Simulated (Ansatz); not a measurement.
A nudged elastic band was laid between two geometries of CH5O2 (8 atoms, charge 1, multiplicity 1).

Method: RKS PBE/cc-pVDZ in Ansatz 0.2.0.

| Quantity | Value |
| --- | --- |
| movable images | 9 |
| climbing image | yes |
| spring | 5.0 eV/Å² |
| optimiser | quadratic models (default) |
| start path | through a guess of the saddle point |
| force threshold | 0.05 eV/Å |
| iteration limit | 60 |
| end points | relaxed |

Image 0:

```xyz
8
Properties=species:S:1:pos:R:3
O -1.257 0.753 -0.113
C 0.008 0.531 -0.368
O 0.435 -0.939 0.524
H -1.849 0.244 -0.714
H 0.311 0.150 -1.361
H 0.672 1.263 0.124
H 0.300 -0.796 1.493
H 1.380 -1.206 0.415
```

Image 10:

```xyz
8
Properties=species:S:1:pos:R:3
O -0.978 0.782 -0.111
C 0.560 0.361 -0.303
O 0.538 -0.894 0.701
H -1.559 0.739 -0.911
H 0.449 -0.206 -1.264
H -0.964 1.717 0.201
H 1.234 -0.712 1.375
H 0.719 -1.786 0.311
```

(1) Which bonds break or form, and what moves?

(2) What energy profile does the band end with?

(3) What is the geometry of the highest image?

Answers

(1) Bonds broken: C2–H6. Bonds formed: O1–H6.

(2) The run converged. The highest image is number 8 of 0 to 10, 85.9 kcal/mol above the first end and 13.3 kcal/mol above the last; the last end lies 72.5 kcal/mol above the first. Neighbouring images differ by up to 1.7 eV, so the band resolves the path poorly. A vibrational analysis at the climbing image gives one clearly imaginary mode, 1356i cm⁻¹: a first-order saddle point. The orbitals stay closed-shell, which can raise the energy where a bond breaks towards radicals; this wasn't checked here. Limits of this set-up: the dipole of an ion depends on the origin.

```csv
image,path coordinate (Å),energy (kcal/mol),C2–H6 (Å),O1–H6 (Å)
0,0.00,0.0,1.10,2.01
1,0.37,0.2,1.10,2.01
2,0.73,0.7,1.10,2.01
3,1.10,1.2,1.10,2.01
4,1.47,2.4,1.10,2.00
5,1.83,9.2,1.10,1.98
6,2.20,26.5,1.10,1.79
7,2.57,65.0,1.17,1.46
8,2.93,85.9,1.40,1.13
9,3.30,77.7,1.78,0.99
10,3.68,72.5,2.10,0.99
```

(3) 
```xyz
8
Properties=species:S:1:pos:R:3:forces:R:3
O -1.202 0.687 -0.016 0.00 -0.01 0.00
C 0.355 0.325 -0.294 0.00 -0.01 0.00
O 0.552 -0.808 0.695 0.04 0.00 0.00
H -1.652 0.836 -0.886 0.00 0.01 0.00
H 0.371 -0.160 -1.290 0.00 0.00 0.00
H -0.377 1.442 0.123 0.00 -0.01 0.00
H 1.287 -0.591 1.318 -0.01 0.01 0.00
H 0.666 -1.732 0.350 -0.03 0.00 -0.01
```

Run time: 2.7 min on 1 thread of Arm Neoverse V2, on a shared host, peak memory 0.24 GiB.
